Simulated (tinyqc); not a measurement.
Inside a calculation. Method: LCCD on RHF in the sto-3g basis, for H2O, spin multiplicity 1. One step of it, computed by the program tinyqc.

Task: Integrals over molecular orbitals. (pq|rs) = sum C_ip C_jq C_kr C_ls (ij|kl), one index at a time.

coefficients C:
```
              MO1        MO2        MO3        MO4       MO5        MO6        MO7
1O 1s    0.994259  -0.235711   0.000000   0.096109  0.000000  -0.125932   0.000000
1O 2s    0.025420   0.857264   0.000000  -0.498381  0.000000   0.794809   0.000000
1O 2px   0.000000   0.000000   0.000000   0.000000  1.000000   0.000000   0.000000
1O 2py   0.000000   0.000000   0.596450   0.000000  0.000000   0.000000   0.972689
1O 2pz   0.003611   0.103777   0.000000   0.781973  0.000000   0.707885   0.000000
2H 1s   -0.005353   0.154559   0.446428   0.295277  0.000000  -0.761059  -0.782745
3H 1s   -0.005353   0.154559  -0.446428   0.295277  0.000000  -0.761059   0.782745
```

core Hamiltonian H = T + V (hartree):
```
             1O 1s      1O 2s     1O 2px     1O 2py     1O 2pz      2H 1s      3H 1s
1O 1s   -32.653154  -7.596765   0.000000   0.000000  -0.015587  -1.504801  -1.504801
1O 2s    -7.596765  -9.272483   0.000000   0.000000  -0.187061  -3.350341  -3.350341
1O 2px    0.000000   0.000000  -7.406505   0.000000   0.000000   0.000000   0.000000
1O 2py    0.000000   0.000000   0.000000  -7.552517   0.000000  -1.949632   1.949632
1O 2pz   -0.015587  -0.187061   0.000000   0.000000  -7.476691  -1.405019  -1.405019
2H 1s    -1.504801  -3.350341   0.000000  -1.949632  -1.405019  -4.815255  -1.238224
3H 1s    -1.504801  -3.350341   0.000000   1.949632  -1.405019  -1.238224  -4.815255
```

Two-electron integrals (ij|kl) in chemists' order, unique and non-zero (hartree):
```
(11|11) 4.785065    (21|11) 0.741380    (21|21) 0.136873    (22|11) 1.118947
(22|21) 0.256633    (22|22) 0.817206    (31|31) 0.024477    (32|31) 0.037809
(32|32) 0.180518    (33|11) 1.115814    (33|21) 0.256684    (33|22) 0.817023
(33|33) 0.880159    (41|41) 0.024477    (42|41) 0.037809    (42|42) 0.180518
(43|43) 0.047444    (44|11) 1.115814    (44|21) 0.256684    (44|22) 0.817023
(44|33) 0.785270    (44|44) 0.880159    (51|51) 0.024477    (52|51) 0.037809
(52|52) 0.180518    (53|53) 0.047444    (54|54) 0.047444    (55|11) 1.115814
(55|21) 0.256684    (55|22) 0.817023    (55|33) 0.785270    (55|44) 0.785270
(55|55) 0.880159    (61|11) 0.147772    (61|21) 0.027054    (61|22) 0.050408
(61|33) 0.050311    (61|41) 0.001027    (61|42) 0.001922    (61|44) 0.050513
(61|51) 0.000712    (61|52) 0.001333    (61|54) 0.000140    (61|55) 0.050408
(61|61) 0.005417    (62|11) 0.361898    (62|21) 0.084053    (62|22) 0.296630
(62|33) 0.291571    (62|41) 0.005189    (62|42) 0.039747    (62|44) 0.301630
(62|51) 0.003597    (62|52) 0.027557    (62|54) 0.006974    (62|55) 0.296406
(62|61) 0.016941    (62|62) 0.133652    (63|31) 0.008766    (63|32) 0.051135
(63|43) 0.008244    (63|53) 0.005716    (63|63) 0.018979    (64|11) 0.215029
(64|21) 0.050585    (64|22) 0.190614    (64|33) 0.181978    (64|41) 0.011500
(64|42) 0.075299    (64|44) 0.204683    (64|51) 0.001896    (64|52) 0.016753
(64|54) 0.010027    (64|55) 0.184967    (64|61) 0.010643    (64|62) 0.104324
(64|64) 0.099471    (65|11) 0.149083    (65|21) 0.035071    (65|22) 0.132156
(65|33) 0.126168    (65|41) 0.001896    (65|42) 0.016753    (65|44) 0.130479
(65|51) 0.010080    (65|52) 0.062750    (65|54) 0.011233    (65|55) 0.139672
(65|61) 0.007379    (65|62) 0.072330    (65|64) 0.055807    (65|65) 0.057670
(66|11) 0.503637    (66|21) 0.118874    (66|22) 0.481307    (66|33) 0.461886
(66|41) 0.009452    (66|42) 0.100003    (66|44) 0.500827    (66|51) 0.006553
(66|52) 0.069334    (66|54) 0.026998    (66|55) 0.480605    (66|61) 0.024170
(66|62) 0.273759    (66|64) 0.243927    (66|65) 0.169119    (66|66) 0.774606
(71|11) 0.147772    (71|21) 0.027054    (71|22) 0.050408    (71|33) 0.050311
(71|41) -0.001027   (71|42) -0.001922   (71|44) 0.050513    (71|51) 0.000712
(71|52) 0.001333    (71|54) -0.000140   (71|55) 0.050408    (71|61) 0.005326
(71|62) 0.016364    (71|64) 0.009405    (71|65) 0.007134    (71|66) 0.023077
(71|71) 0.005417    (72|11) 0.361898    (72|21) 0.084053    (72|22) 0.296630
(72|33) 0.291571    (72|41) -0.005189   (72|42) -0.039747   (72|44) 0.301630
(72|51) 0.003597    (72|52) 0.027557    (72|54) -0.006974   (72|55) 0.296406
(72|61) 0.016364    (72|62) 0.106587    (72|64) 0.057625    (72|65) 0.056000
(72|66) 0.177186    (72|71) 0.016941    (72|72) 0.133652    (73|31) 0.008766
(73|32) 0.051135    (73|43) -0.008244   (73|53) 0.005716    (73|63) 0.014574
(73|73) 0.018979    (74|11) -0.215029   (74|21) -0.050585   (74|22) -0.190614
(74|33) -0.181978   (74|41) 0.011500    (74|42) 0.075299    (74|44) -0.204683
(74|51) -0.001896   (74|52) -0.016753   (74|54) 0.010027    (74|55) -0.184967
(74|61) -0.009405   (74|62) -0.057625   (74|64) -0.017117   (74|65) -0.029626
(74|66) -0.085837   (74|71) -0.010643   (74|72) -0.104324   (74|74) 0.099471
(75|11) 0.149083    (75|21) 0.035071    (75|22) 0.132156    (75|33) 0.126168
(75|41) -0.001896   (75|42) -0.016753   (75|44) 0.130479    (75|51) 0.010080
(75|52) 0.062750    (75|54) -0.011233   (75|55) 0.139672    (75|61) 0.007134
(75|62) 0.056000    (75|64) 0.029626    (75|65) 0.043547    (75|66) 0.101664
(75|71) 0.007379    (75|72) 0.072330    (75|74) -0.055807   (75|75) 0.057670
(76|11) 0.123815    (76|21) 0.028999    (76|22) 0.110438    (76|33) 0.108020
(76|44) 0.110423    (76|51) 0.001980    (76|52) 0.017811    (76|55) 0.112754
(76|61) 0.005773    (76|62) 0.048517    (76|64) 0.032823    (76|65) 0.029527
(76|66) 0.101257    (76|71) 0.005773    (76|72) 0.048517    (76|74) -0.032823
(76|75) 0.029527    (76|76) 0.021512    (77|11) 0.503637    (77|21) 0.118874
(77|22) 0.481307    (77|33) 0.461886    (77|41) -0.009452   (77|42) -0.100003
(77|44) 0.500827    (77|51) 0.006553    (77|52) 0.069334    (77|54) -0.026998
(77|55) 0.480605    (77|61) 0.023077    (77|62) 0.177186    (77|64) 0.085837
(77|65) 0.101664    (77|66) 0.312314    (77|71) 0.024170    (77|72) 0.273759
(77|74) -0.243927   (77|75) 0.169119    (77|76) 0.101257    (77|77) 0.774606
```

Give: one-electron integrals over orbitals h = C^T H C; Two-electron integrals over orbitals.

Result:

one-electron integrals over orbitals h = C^T H C (hartree):
```
         1       2       3       4       5       6       7
1  -32.636   0.564   0.000  -0.216   0.000   0.291   0.000
2    0.564  -7.607   0.000   0.470   0.000  -1.313   0.000
3    0.000   0.000  -6.189   0.000   0.000   0.000  -1.755
4   -0.216   0.470   0.000  -6.857   0.000  -1.154   0.000
5    0.000   0.000   0.000   0.000  -7.407   0.000   0.000
6    0.291  -1.313   0.000  -1.154   0.000  -5.264   0.000
7    0.000   0.000  -1.755   0.000   0.000   0.000  -5.591
```

Two-electron integrals over orbitals (pq|rs), unique and non-zero (hartree):
```
(11|11) 4.745       (21|11) -0.422      (21|21) 0.059       (22|11) 1.010
(22|21) -0.014      (22|22) 0.722       (31|31) 0.011       (32|31) 0.017
(32|32) 0.139       (33|11) 0.777       (33|21) -4.47e-03   (33|22) 0.629
(33|33) 0.613       (41|11) 0.171       (41|21) -0.022      (41|22) 0.014
(41|33) 0.006       (41|41) 0.026       (42|11) -0.134      (42|21) 0.008
(42|22) -0.009      (42|33) 0.006       (42|41) 0.020       (42|42) 0.128
(43|31) -2.72e-03   (43|32) 0.025       (43|43) 0.049       (44|11) 0.984
(44|21) -0.013      (44|22) 0.675       (44|33) 0.584       (44|41) -0.011
(44|42) -0.103      (44|44) 0.759       (51|51) 0.026       (52|51) 0.033
(52|52) 0.147       (53|53) 0.027       (54|51) -0.012      (54|52) -0.044
(54|54) 0.052       (55|11) 1.115       (55|21) -0.012      (55|22) 0.750
(55|33) 0.614       (55|41) 4.76e-03    (55|42) -0.072      (55|44) 0.719
(55|55) 0.880       (61|11) -0.226      (61|21) 0.034       (61|22) -2.15e-03
(61|33) 8.21e-05    (61|41) 7.76e-04    (61|42) 0.020       (61|44) -0.017
(61|55) -0.006      (61|61) 0.029       (62|11) 0.293       (62|21) -0.007
(62|22) 0.137       (62|33) 0.068       (62|41) 0.018       (62|42) 0.026
(62|44) 0.082       (62|55) 0.153       (62|61) 0.007       (62|62) 0.098
(63|31) 2.64e-03    (63|32) -0.044      (63|43) -0.034      (63|63) 0.077
(64|11) 0.234       (64|21) -2.56e-03   (64|22) 0.107       (64|33) 0.044
(64|41) 2.80e-03    (64|42) -0.032      (64|44) 0.125       (64|55) 0.127
(64|61) -1.19e-04   (64|62) 0.063       (64|64) 0.076       (65|51) 0.015
(65|52) 0.057       (65|54) 1.09e-03    (65|65) 0.037       (66|11) 0.780
(66|21) -0.007      (66|22) 0.598       (66|33) 0.559       (66|41) 0.020
(66|42) 0.056       (66|44) 0.543       (66|55) 0.578       (66|61) 0.008
(66|62) 0.091       (66|64) 0.046       (66|66) 0.585       (71|31) 0.015
(71|32) 0.023       (71|43) -3.97e-03   (71|63) 3.23e-03    (71|71) 0.021
(72|31) 0.014       (72|32) 0.048       (72|43) -0.031      (72|63) 0.033
(72|71) 0.019       (72|72) 0.065       (73|11) 0.368       (73|21) -0.007
(73|22) 0.152       (73|33) 0.090       (73|41) -4.69e-04   (73|42) -0.073
(73|44) 0.158       (73|55) 0.196       (73|61) -0.006      (73|62) 0.075
(73|64) 0.084       (73|66) 0.040       (73|73) 0.153       (74|31) -0.009
(74|32) -0.074      (74|43) -3.11e-03   (74|63) 0.049       (74|71) -0.012
(74|72) -0.018      (74|74) 0.067       (75|53) 0.024       (75|75) 0.025
(76|31) 0.009       (76|32) 0.096       (76|43) 0.054       (76|63) -0.070
(76|71) 0.012       (76|72) -0.005      (76|74) -0.058      (76|76) 0.117
(77|11) 0.866       (77|21) -0.009      (77|22) 0.619       (77|33) 0.598
(77|41) 3.78e-03    (77|42) -0.018      (77|44) 0.601       (77|55) 0.622
(77|61) -4.91e-03   (77|62) 0.067       (77|64) 0.047       (77|66) 0.557
(77|73) 0.100       (77|77) 0.613
```
